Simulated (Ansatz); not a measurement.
**CH3Al+ (doublet): the correlation ladder, cc-pVDZ**

One table from this session's results is given with a row withheld; the runs are named, their logs left out.

Computed with Ansatz 0.2.0, Gaussian basis. Level: cc-pVDZ, core rule «outside noble gas», up to 6 orbitals frozen.

Plan: UHF; CCSD(T) on ROHF; CCSD(T) on UHF; BCCD(T) on ROHF; CISD as a restricted active space (open shells left free, so some higher excitations enter); CCSDT(Q) on ROHF; CCSDT(Q) on UHF.

29 further runs of the same task are left out: 6 for a known fault of the program, 7 that didn't finish, 16 set aside as unsound or not needed. Runs told in other sessions of the task aren't counted.

### The system

The geometry is a PBE0/def2-TZVP stationary point (not a proven minimum) of the parent state, kept for this charge and spin.

5 atoms, charge 1, spin multiplicity 2.

Atoms are counted from 1 here; the program's logs count them from 0.

Bond lengths: Al1–C2 2.001 Å, C2–H3 1.094 Å, C2–H4 1.089 Å, C2–H5 1.089 Å. Angles: Al1–C2–H3 105.2°, Al1–C2–H4 110.8°, Al1–C2–H5 110.8°, H3–C2–H4 109.3°, H3–C2–H5 109.3°, H4–C2–H5 111.3°.

The first run:

The input, in.yaml:

```yaml
crystal:
  periodic: [false, false, false]
  atoms:
    - {symbol: Al, position_ang: [0.000864, 0.000000, 0.741532]}
    - {symbol: C, position_ang: [0.005120, 0.000000, -1.259674]}
    - {symbol: H, position_ang: [-1.050665, -0.000005, -1.547975]}
    - {symbol: H, position_ang: [0.483252, 0.899581, -1.645861]}
    - {symbol: H, position_ang: [0.483261, -0.899577, -1.645861]}
basis:
  gaussian: {orbitals: cc-pVDZ}
total_charge: 1
magnetization: {spin_polarized: true, initial_magnetization: 1}
hamiltonian: {xc: hf}
output: {orbitals: {seedname: orbitals}}
```

The run is started by

```
ansatz run in.yaml --threads 1 --pin off --events-out ev --progress --plain --max-ram 2393MiB
```

Among the steps run: UHF; CCSD(T) on ROHF; CCSD(T) on UHF; BCCD(T) on ROHF; CISD as a restricted active space (open shells left free, so some higher excitations enter); CCSDT(Q) on ROHF; CCSDT(Q) on UHF.

One table of the session follows, with a row left open; its other results are not shown here.

| method | from UCCSDT(Q) (kcal/mol) |
| --- | --- |
| ROHF | +131.02 |
| UHF | +127.50 |
| RMP2 | +20.54 |
| UMP2 | +20.93 |
| CISD | +12.37 |
| RCCSD | +4.38 |
| UCCSD | +4.07 |
| RCCSD(T) | +0.64 |
| UCCSD(T) | +0.64 |
| BCCD(T) | +0.64 |
| RCCSDT | +0.23 |
| UCCSDT | +0.20 |
| RCCSDT(Q) | ? |
| UCCSDT(Q) | 0 |

Q: Estimate the row for RCCSDT(Q) from the others.

**Answer.** from UCCSDT(Q) (kcal/mol): +0.02. In the column «from UCCSDT(Q) (kcal/mol)» it lies between UCCSDT(Q) (0) and UCCSDT (+0.20).

Caveats from the session: Restricted and unrestricted rows rest on different reference determinants; a gap between their highest levels can come from leftover correlation error, from unlike frozen cores or from another state.
